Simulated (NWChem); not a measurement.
All runs are NWChem calculations. System: H2N, charge 0, spin multiplicity 2, at a geometry optimised with UPBE/def2-SVP. The structure started from a generated list of species. Its SCF solution wasn't tested for a lower state. Level: evGW@UPBE/def2-TZVP, RI basis def2-tzvp-rifit, 6 cycles.

The NWChem input:

```
start mol
memory heap 200 mb stack 700 mb global 1700 mb
geometry units angstroms nocenter noautoz
  N      0.000000     0.000000     0.149397
  H      0.802672     0.000000    -0.522888
  H     -0.802672     0.000000    -0.522888
  symmetry group C2v
end
basis spherical
  * library def2-tzvp
end
basis "ri basis" bse spherical
  * library def2-tzvp-rifit
end
dft
  xc xpbe96 cpbe96
  odft
  mult 2
  iterations 100
  direct
  tolerances tight
end
task dft energy
gw
  evgw 6
  states alpha occ -1 vir -1
  states beta occ -1 vir -1
end
task dft gw
```

Output (cleaned and shortened):

```
             Northwest Computational Chemistry Package (NWChem) 7.3.0
             --------------------------------------------------------

                                NWChem Input Module
                                -------------------

 Scaling coordinates for geometry "geometry" by  1.889725989
 (inverse scale =  0.529177249)

 Turning off AUTOSYM since
 SYMMETRY directive was detected!

                             Geometry "geometry" -> ""
                             -------------------------

 Output coordinates in angstroms (scale by  1.889725989 to convert to a.u.)

  No.       Tag          Charge          X              Y              Z
 ---- ---------------- ---------- -------------- -------------- --------------
    1 N                    7.0000     0.00000000     0.00000000     0.14939700
    2 H                    1.0000     0.80267200     0.00000000    -0.52288800
    3 H                    1.0000    -0.80267200     0.00000000    -0.52288800

 Effective nuclear repulsion energy (a.u.)       7.4054177681

            Nuclear Dipole moment (a.u.)
            ----------------------------
        X                 Y               Z
 ---------------- ---------------- ----------------
     0.0000000000     0.0000000000     0.0000056692

      Symmetry information
      --------------------

 Group name             C2v
 Group number             16
 Group order               4
 No. of unique centers     2

      Symmetry unique atoms

     1    2


 Summary of "ao basis" -> "" (spherical)
 ------------------------------------------------------------------------------
       Tag                 Description            Shells   Functions and Types
 ---------------- ------------------------------  ------  ---------------------
 *                         def2-tzvp                  on all atoms

 new library libraries.bse/

 Summary of "ri basis" -> "" (spherical)
 ------------------------------------------------------------------------------
       Tag                 Description            Shells   Functions and Types
 ---------------- ------------------------------  ------  ---------------------
 *                      def2-tzvp-rifit               on all atoms

  pbe96 is a nonlocal functional; adding pw91lda local functional.

                                 NWChem DFT Module
                                 -----------------

 Summary of "ao basis" -> "ao basis" (spherical)
 ------------------------------------------------------------------------------
       Tag                 Description            Shells   Functions and Types
 ---------------- ------------------------------  ------  ---------------------
 N                         def2-tzvp                11       31   5s3p2d1f
 H                         def2-tzvp                 4        6   3s1p

 Summary of "ao basis" -> "ao basis" (spherical)
 ------------------------------------------------------------------------------
       Tag                 Description            Shells   Functions and Types
 ---------------- ------------------------------  ------  ---------------------
 N                         def2-tzvp                11       31   5s3p2d1f
 H                         def2-tzvp                 4        6   3s1p

      Symmetry analysis of basis
      --------------------------

        a1         19
        a2          4
        b1         12
        b2          8

            General Information
            -------------------
          SCF calculation type: DFT
[...]
@GW         2        -26.468           0.000
@GW         3        -16.410           0.000
@GW         4        -12.284           0.000
@GW         5          0.744           0.000
@GW         6          3.447           0.000
@GW         7          5.435           0.000
@GW         8         11.320           0.000
@GW         9         12.462           0.000
@GW        10         13.555           0.000
@GW        11         15.023           0.000
@GW        12         15.668           0.000
@GW        13         17.109           0.000
@GW        14         29.249           0.000
@GW        15         30.606           0.000
@GW        16         32.073           0.000
@GW        17         39.027           0.000
@GW        18         38.761           0.000
@GW        19         50.650           0.000
@GW        20         54.909           0.000
@GW        21         56.098           0.000
@GW        22         54.694           0.000
@GW        23         60.551           0.000
@GW        24         61.091           0.000
@GW        25         63.851           0.000
@GW        26         64.925           0.000
@GW        27         71.334           0.000
@GW        28         71.769           0.000
@GW        29         89.057           0.000
@GW        30         89.434           0.000
@GW        31        114.863           0.000
@GW        32        119.488           0.000
@GW        33        122.594           0.000
@GW        34        124.128           0.000
@GW        35        123.494           0.000
@GW        36        130.599           0.000
@GW        37        132.807           0.000
@GW        38        133.567           0.000
@GW        39        134.139           0.000
@GW        40        138.798           0.000
@GW        41        155.398           0.000
@GW        42        156.748           0.000
@GW        43        876.392           0.000

  *** G5W5

          Computing RPA polarizability
          Solving quasiparticle equations

                  Alpha Orbitals
          State     Energy (eV)     Error (eV)
          -----------------------------------
@GW         1       -409.468           0.000
@GW         2        -28.155           0.000
@GW         3        -16.910           0.000
@GW         4        -13.124           0.000
@GW         5        -12.636           0.000
@GW         6          3.269           0.000
@GW         7          5.317           0.000
@GW         8         11.257           0.000
@GW         9         12.056           0.000
@GW        10         12.186           0.000
@GW        11         14.396           0.000
@GW        12         15.282           0.000
@GW        13         16.865           0.000
@GW        14         29.218           0.000
@GW        15         29.392           0.000
@GW        16         30.486           0.000
@GW        17         37.310           0.000
@GW        18         38.886           0.000
@GW        19         50.516           0.000
@GW        20         53.699           0.000
@GW        21         54.011           0.000
@GW        22         55.785           0.000
@GW        23         57.529           0.000
@GW        24         60.850           0.000
@GW        25         62.342           0.000
@GW        26         64.596           0.000
@GW        27         70.896           0.000
@GW        28         72.094           0.000
@GW        29         88.573           0.000
@GW        30         88.712           0.000
@GW        31        113.352           0.000
@GW        32        118.999           0.000
@GW        33        121.204           0.000
@GW        34        122.426           0.000
@GW        35        123.630           0.000
@GW        36        129.157           0.000
@GW        37        132.161           0.000
@GW        38        132.264           0.000
@GW        39        133.180           0.000
@GW        40        138.488           0.000
@GW        41        154.661           0.000
@GW        42        156.470           0.000
@GW        43        875.949           0.000

                   Beta Orbitals
          State     Energy (eV)     Error (eV)
          -----------------------------------
@GW         1       -408.765           0.000
@GW         2        -26.468           0.000
@GW         3        -16.410           0.000
@GW         4        -12.284           0.000
@GW         5          0.744           0.000
@GW         6          3.447           0.000
@GW         7          5.435           0.000
@GW         8         11.320           0.000
@GW         9         12.462           0.000
@GW        10         13.555           0.000
@GW        11         15.023           0.000
@GW        12         15.669           0.000
@GW        13         17.109           0.000
@GW        14         29.250           0.000
@GW        15         30.606           0.000
@GW        16         32.074           0.000
@GW        17         39.028           0.000
@GW        18         38.763           0.000
@GW        19         50.653           0.000
@GW        20         54.913           0.000
@GW        21         56.104           0.000
@GW        22         54.698           0.000
@GW        23         60.556           0.000
@GW        24         61.097           0.000
@GW        25         63.857           0.000
@GW        26         64.930           0.000
@GW        27         71.317           0.000
@GW        28         71.776           0.000
@GW        29         89.073           0.000
@GW        30         89.448           0.000
@GW        31        114.885           0.000
@GW        32        119.534           0.000
@GW        33        122.631           0.000
@GW        34        124.128           0.000
@GW        35        123.525           0.000
@GW        36        130.638           0.000
@GW        37        132.818           0.000
@GW        38        133.553           0.000
@GW        39        134.188           0.000
@GW        40        138.841           0.000
@GW        41        155.439           0.000
@GW        42        156.804           0.000
@GW        43        876.419           0.000

     GW Timing Statistics
   ------------------------
   Init.   :          0.1s
     ERIs  :          0.1s
     Distr.:          0.0s
     Vxc   :          0.1s
   Sigma_x :          0.0s
   RPA     :          0.1s
   Wmn     :          0.1s
   Sigma_c :          0.3s
   GW total:          0.8s

 Task  times  cpu:        0.8s     wall:        0.8s

 Total times  cpu:        1.7s     wall:        1.7s
```
